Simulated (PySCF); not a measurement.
Delta-SCF ions had no search for a lower state. Excitations are Tamm–Dancoff values on a coarser integration grid. The basis has no diffuse functions, so Rydberg states are missing or too high.

**C2H3Cl, SMILES `C=CCl` (charge 0, multiplicity 1)**

Level of theory: PySCF 2.14.0 with TPSSh-D3(BJ)/def2-TZVP // B3LYP-D3(BJ)/def2-TZVP.

The HOMO comes out as -6.92 eV and the dipole moment comes out as 1.44 D. The LUMO is -0.71 eV, the HOMO–LUMO gap is 6.21 eV and the S1 excitation (TDA) is 6.80 eV. The S1 oscillator strength is 0.000. The brightest of the four lowest singlets (TDA) comes out as 7.05 eV. The T1 excitation (TDA) is 4.23 eV and the S1–T1 gap (TDA) is 2.58 eV. The vertical ionisation energy (Delta-SCF) is 9.85 eV. The total energy comes out as -538.2584 Ha. The cost comes out as roughly 5 core-minutes.

Bonded distances (Å): C1–C2 1.321, C1–H4 1.082, C1–H5 1.081, C2–Cl3 1.738, C2–H6 1.080. Angles (°): C2–C1–H4 119.5, C2–C1–H5 122.3, H4–C1–H5 118.2, C1–C2–Cl3 123.4, C1–C2–H6 123.9, Cl3–C2–H6 112.6.
